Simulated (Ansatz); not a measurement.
# CH₄Al (doublet): from a generated start to a stationary point

Aim: relax a generated start of CH₄Al (doublet) and see which bonds hold.

Method: UKS PBE0/def2-TZVP; program: Ansatz 0.2.0, Gaussian basis.

### Step 1. Starting geometry

6 atoms, charge 0, spin multiplicity 2.

Atoms are counted from 1 here; the program's logs count them from 0.

Bond lengths: Al1–C2 1.941 Å, Al1–H3 1.549 Å, Al1–H4 1.549 Å, C2–H5 1.090 Å, C2–H6 1.090 Å. Angles: C2–Al1–H3 123.2°, C2–Al1–H4 123.2°, H3–Al1–H4 113.7°, Al1–C2–H5 125.0°, Al1–C2–H6 125.0°, H5–C2–H6 110.1°.

As a file:

```xyz
6
charge 0, multiplicity 2
Al   -0.62235   -0.00132    0.00390
C     1.31853    0.00280   -0.00827
H    -1.47232    1.29400    0.00782
H    -1.46679   -1.30024    0.01061
H     1.94160    0.89755   -0.01315
H     1.94541   -0.88929   -0.01123
```

The start was built by rule and, where that kept it together, relaxed with GFN2-xTB. Sticks and bond lists go by distance. 

### Step 2. Relaxation

in.yaml reads:

```yaml
crystal:
  periodic: [false, false, false]
  atoms:
    - {symbol: Al, position_ang: [-0.622349, -0.001322, 0.003902]}
    - {symbol: C, position_ang: [1.318533, 0.002800, -0.008267]}
    - {symbol: H, position_ang: [-1.472321, 1.293996, 0.007820]}
    - {symbol: H, position_ang: [-1.466794, -1.300238, 0.010608]}
    - {symbol: H, position_ang: [1.941604, 0.897550, -0.013146]}
    - {symbol: H, position_ang: [1.945411, -0.889295, -0.011226]}
basis:
  gaussian: {orbitals: def2-TZVP}
magnetization: {spin_polarized: true, initial_magnetization: 1}
hamiltonian: {xc: pbe0}
relax: {f_tol: 0.004, max_steps: 80}
```

The run is started by

```bash
ansatz run in.yaml --threads 1 --pin off --events-out ev --progress --plain --max-ram 2176MiB
```

Q: Predict the outcome of this session. Wanted: energy gained; shift from the start; total energy; dipole moment; ⟨S²⟩.

The runs gave:

| quantity | value |
| --- | --- |
| steps | 5 |
| energy gained | 0.049 eV |
| shift from the start (rms) | 0.064 Å |
| total energy | -7692.9923 eV |
| dipole moment | 0.93 D |
| ⟨S²⟩ | 0.754 |

The bonds of the start are those of the end. Al1–H3 went from 1.549 to 1.587 Å. No vibrations were run, so this is a stationary point, not a proven minimum, and this spin need not be the ground state's.
